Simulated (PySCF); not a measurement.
Name the molecule from its bond curve

A diatomic of charge +1 contains Li. Its triplet curve at B97-3 in a double-zeta basis (no relativity, PySCF), in eV from the separated fragments:

| R (Å) | E (eV) |
| --- | --- |
| 2.454 | -0.503 |
| 2.568 | -0.595 |
| 2.682 | -0.648 |
| 2.767 | -0.668 |
| 2.853 | -0.675 |
| 2.939 | -0.673 |
| 3.053 | -0.658 |
| 3.195 | -0.627 |
| 3.366 | -0.578 |
| 3.595 | -0.505 |

The fit gives ωe = 248 cm⁻¹ and the rotational constant Bₑ = 0.3645 cm⁻¹.

Q: Which atom is the partner?

A: The minimum lies at 2.872 Å, so the reduced mass is 16.8576 u Å² cm⁻¹/(Bₑ·Re²) = 5.607 u. With Li at 7.02 u the partner weighs about 27.9 u: Si. The molecule is LiSi⁺.

3-21G is very small, so such numbers show the basis as much as the molecule. The state is the lowest determinant that a PBE0 search found; another state may lie lower at other levels.
